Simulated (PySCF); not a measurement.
Structure with atom numbers: `[CH2:1]=[CH:2][C:3]([F:4])([F:5])[F:6]`. Each H is labelled by its parent atom. Ha(C1) is cis to C3; Hb(C1) is trans to C3.

GIAO PBE0/pcSseg-1 shifts (PySCF, gas phase, non-relativistic, equivalent atoms averaged), each against references optimised in the same way as the molecule (TMS, CFCl3).

On the GFN2-xTB geometry: C2 135.8, C3 131.8, C1 131.0, F4/F5/F6 -84.4, Ha(C1) 6.35, H(C2) 6.15, Hb(C1) 6.00 ppm.

**Question.** What changes on the PBE0-D3(BJ)/def2-SVP geometry?

**Answer.** 
```
   atoms  δ (ppm)  change
      C2    136.1    +0.3
      C3    127.2    -4.6
      C1    131.1    +0.1
F4/F5/F6    -83.0    +1.4
  Ha(C1)     6.23   -0.12
   H(C2)     6.01   -0.14
  Hb(C1)     5.90   -0.10
```

Unscaled 19F shifts against computed CFCl3 carry errors that often reach 10 to 50 ppm.

Bonds between heavy atoms that differ most (equivalent bonds averaged): C1–C2 1.319 → 1.329 Å, C3–F4 1.343 → 1.337 Å, C2–C3 1.498 → 1.495 Å. Mean change of bonds to hydrogen: C–H +0.016 Å.
